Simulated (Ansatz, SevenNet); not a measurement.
For hexagonal BN, the machine-learned potential SevenNet-0 (trained on PBE and PBE+U data) gives:

| Quantity | Result |
|---|---|
| lattice parameter a | 2.512 Å |
| lattice parameter c | 7.560 Å |
| elastic constant C11 | 628 GPa |
| elastic constant C44 | 11.6 GPa |
| polycrystal shear modulus | 68.2 GPa |

Q: What does PBE0-D4 (PAW; Ansatz, an electronic-structure program) give for the same quantities?

A: 
- lattice constant a: 2.491 Å (decreases by 0.8 %)
- lattice parameter c: 6.466 Å (shrinks by 14 %)
- elastic constant C11: 952 GPa (goes up by 52 %)
- elastic constant C44: 6.95 GPa (falls by 40 %)
- Voigt–Reuss–Hill shear modulus: 103 GPa (rises by 51 %)

For comparison: lattice constant a 2.504 Å (measured, 297 K, not corrected to a static lattice; as tabulated in Ioffe Institute, New Semiconductor Materials archive); lattice parameter c 6.661 Å (measured, 297 K, not corrected to a static lattice; as tabulated in Ioffe Institute, New Semiconductor Materials archive); elastic constant C11 811 GPa (measured, room temperature, not corrected to a static lattice; as tabulated in Bosak et al., Phys. Rev. B 73, 041402 (2006)); elastic constant C44 7.7 GPa (measured, room temperature, not corrected to a static lattice; as tabulated in Bosak et al., Phys. Rev. B 73, 041402 (2006)).

Changes are worked out from the printed values.

Unless a cell is named, each level is at its own relaxed cell (SevenNet-0 10.33, PBE0-D4 8.69 Å³/atom).

Caveats: the dispersion coefficients are held fixed in the derivatives (PBE0-D4). Ansatz's density-functional and Hartree–Fock values are scalar-relativistic unless marked +SOC, with PAW data made under PBE.
